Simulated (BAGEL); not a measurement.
# SiNH4O (SMILES [NH][SiH2]O) at UHF/6-31G(d) (density fitting with qzvpp-jkfit, spherical functions)

Aim: the vertical electron affinity of SiNH4O at UHF/6-31G* (density fitting with qzvpp-jkfit, spherical functions), from 2 runs. 

Program for the calculation: BAGEL 1.2.2.

## 1. The molecule

The species is SiNH4O (7 atoms), meant as a doublet with charge 0. SMILES: `[NH][SiH2]O`. Geometry: relaxed at PBE0-D4/def2-TZVP. This is one conformer, not always the lowest.

Bond lengths: N1–Si2 1.741 Å, Si2–O3 1.637 Å, N1–H4 1.022 Å, Si2–H5 1.484 Å, Si2–H6 1.493 Å, O3–H7 0.959 Å. Angles: N1–Si2–O3 110.5°, N1–Si2–H5 113.2°, N1–Si2–H6 105.1°, O3–Si2–H5 105.4°, O3–Si2–H6 112.1°, Si2–N1–H4 114.4°, Si2–O3–H7 117.6°, H5–Si2–H6 110.7°.

## 2. The energy at UHF/6-31G(d) (density fitting with qzvpp-jkfit, spherical functions)

Input file calc.json:

```json
{ "bagel" : [

{
  "title" : "molecule",
  "basis" : "6-31gs.json",
  "df_basis" : "qzvpp-jkfit",
  "angstrom" : true,
  "geometry" : [
    { "atom" : "N", "xyz" : [      -1.219700,      -0.362600,       0.666700 ] },
    { "atom" : "Si", "xyz" : [       0.116600,       0.212100,      -0.290000 ] },
    { "atom" : "O", "xyz" : [       1.398500,      -0.795100,      -0.146900 ] },
    { "atom" : "H", "xyz" : [      -2.101000,       0.125500,       0.496300 ] },
    { "atom" : "H", "xyz" : [      -0.184300,       0.263000,      -1.742100 ] },
    { "atom" : "H", "xyz" : [       0.414600,       1.577200,       0.236200 ] },
    { "atom" : "H", "xyz" : [       1.636600,      -1.088000,       0.734200 ] }
  ]
},

{
  "title" : "uhf",
  "nopen" : 1
},

{
  "title" : "print",
  "file" : "orbitals.molden",
  "orbitals" : true
}

]}
```

The basis set 6-31G* is read from a file made from the Basis Set Exchange's data (not shown).

Started as:

```sh
$ BAGEL_NUM_THREADS=1 BAGEL calc.json > calc.out
```

The program printed:

```text
* using 1 threads per process

  ===============================================================
  ===============================================================

  *** Geometry ***

  { "atom" : "N", "xyz" : [     -2.304899,     -0.685215,      1.259880 ] },
  { "atom" : "Si", "xyz" : [      0.220342,      0.400811,     -0.548021 ] },
  { "atom" : "O", "xyz" : [      2.642782,     -1.502521,     -0.277601 ] },
  { "atom" : "H", "xyz" : [     -3.970315,      0.237161,      0.937871 ] },
  { "atom" : "H", "xyz" : [     -0.348277,      0.496998,     -3.292092 ] },
  { "atom" : "H", "xyz" : [      0.783480,      2.980476,      0.446353 ] },
  { "atom" : "H", "xyz" : [      3.092726,     -2.056022,      1.387437 ] },

  Number of auxiliary basis functions:      354

  Since a DF basis is specified, we compute 2- and 3-index integrals:
    o Being stored without compression. Storage requirement is 0.008 GB

  Number of basis functions:       54
  Number of electrons      :       33

    * METHOD: MOLECULE                             0.09

  *** Open-shell HF ***

  === Nuclear Repulsion ===
   110.7228234442

      * DIIS with orbital gradients will be used.

  === UHF iteration (6-31gs.json) ===
      0       -420.14501590          0.07202535           0.03
      1       -420.37737412          0.04959543           0.03
      2       -420.50205569          0.02881771           0.03
      3       -420.55585037          0.00358403           0.03
      4       -420.55952350          0.00122003           0.03
      5       -420.55991573          0.00044050           0.03
      6       -420.56002147          0.00013429           0.03
      7       -420.56005826          0.00007030           0.03
      8       -420.56006968          0.00003768           0.03
      9       -420.56007202          0.00001819           0.03
     10       -420.56007224          0.00001425           0.03
     11       -420.56007243          0.00001264           0.03
     12       -420.56007269          0.00000966           0.04
     13       -420.56007285          0.00000502           0.03
     14       -420.56007288          0.00000327           0.03
     15       -420.56007294          0.00000218           0.03
     16       -420.56007297          0.00000093           0.03
     17       -420.56007298          0.00000054           0.04
     18       -420.56007298          0.00000036           0.03
     19       -420.56007298          0.00000022           0.03
     20       -420.56007298          0.00000016           0.03
     21       -420.56007298          0.00000014           0.03
     22       -420.56007298          0.00000012           0.03
     23       -420.56007298          0.00000007           0.03
     24       -420.56007298          0.00000004           0.03
     25       -420.56007298          0.00000002           0.03
     26       -420.56007298          0.00000001           0.03
     27       -420.56007298          0.00000001           0.03
    * SCF iteration converged.

    * S^2 (UHF) is 0.7577

    * Permanent dipole moment:
           (    0.335462,    -0.438595,    -0.212212) a.u.

    * METHOD: UHF                                  1.04

    * METHOD: PRINT                                0.01

  ===============================================================
```

Run time: 1.3 s. Hardware: 1 thread of Arm Neoverse V2, shared host.

## 3. The singlet anion

calc.json: that of step 2 with these lines changed.

```diff
@@ -18,12 +18,5 @@
 
-{
-  "title" : "uhf",
-  "nopen" : 1
-},
+{ "title" : "hf", "charge" : -1 },
 
-{
-  "title" : "print",
-  "file" : "orbitals.molden",
-  "orbitals" : true
-}
+{ "title" : "print", "file" : "orbitals.molden", "orbitals" : true }
```

The basis set 6-31G* is read from a file made from the Basis Set Exchange's data (not shown).

Started as:

```sh
$ BAGEL_NUM_THREADS=1 BAGEL calc.json > calc.out
```

The program printed:

```text
* using 1 threads per process

  ===============================================================
  ===============================================================

  *** Geometry ***

  { "atom" : "N", "xyz" : [     -2.304899,     -0.685215,      1.259880 ] },
  { "atom" : "Si", "xyz" : [      0.220342,      0.400811,     -0.548021 ] },
  { "atom" : "O", "xyz" : [      2.642782,     -1.502521,     -0.277601 ] },
  { "atom" : "H", "xyz" : [     -3.970315,      0.237161,      0.937871 ] },
  { "atom" : "H", "xyz" : [     -0.348277,      0.496998,     -3.292092 ] },
  { "atom" : "H", "xyz" : [      0.783480,      2.980476,      0.446353 ] },
  { "atom" : "H", "xyz" : [      3.092726,     -2.056022,      1.387437 ] },

  Number of auxiliary basis functions:      354

  Since a DF basis is specified, we compute 2- and 3-index integrals:
    o Being stored without compression. Storage requirement is 0.008 GB

  Number of basis functions:       54
  Number of electrons      :       33

    * METHOD: MOLECULE                             0.09

  *** RHF ***

  === Nuclear Repulsion ===
   110.7228234442

      * DIIS with orbital gradients will be used.

  === RHF iteration (6-31gs.json) ===
      0       -420.15124810          0.03903721           0.02
      1       -420.35058215          0.02681877           0.02
      2       -420.53240917          0.00239571           0.02
      3       -420.53397293          0.00110588           0.02
      4       -420.53428290          0.00016906           0.02
      5       -420.53429891          0.00005636           0.02
      6       -420.53430150          0.00002322           0.02
      7       -420.53430206          0.00000629           0.02
      8       -420.53430209          0.00000252           0.02
      9       -420.53430209          0.00000110           0.02
     10       -420.53430209          0.00000033           0.02
     11       -420.53430209          0.00000017           0.02
     12       -420.53430209          0.00000004           0.02
     13       -420.53430209          0.00000002           0.02
     14       -420.53430209          0.00000001           0.02
    * SCF iteration converged.

    * Permanent dipole moment:
           (   -1.408900,    -0.313269,     0.366893) a.u.

    * METHOD: HF                                   0.35

    * METHOD: PRINT                                0.01

  ===============================================================
```

Run time: 0.6 s. Hardware: 1 thread of Arm Neoverse V2, shared host.

## 4. Summary of results

Level: UHF/6-31G* (density fitting with qzvpp-jkfit, spherical functions).

| quantity | value |
| --- | --- |
| doublet SiNH4O: total energy | -420.56007 Eh |
| doublet SiNH4O: dipole moment | 1.50 D |
| doublet SiNH4O: ⟨S²⟩ | 0.758 |
| singlet anion: total energy | -420.53430 Eh |
| singlet anion: HOMO energy | -1.62 eV |
| singlet anion: LUMO energy | 9.80 eV |
| singlet anion: HOMO–LUMO gap (to an unbound level, set by the basis) | 11.41 eV |
| vertical electron affinity (to the singlet anion) | -0.701 eV |

**Reading.** The anion lies 0.70 eV (16.2 kcal/mol) above the neutral: the electron isn't bound at this level, and such a value depends on the basis. Without diffuse functions anions come out too high. Hartree–Fock misses the correlation that binds many anions.
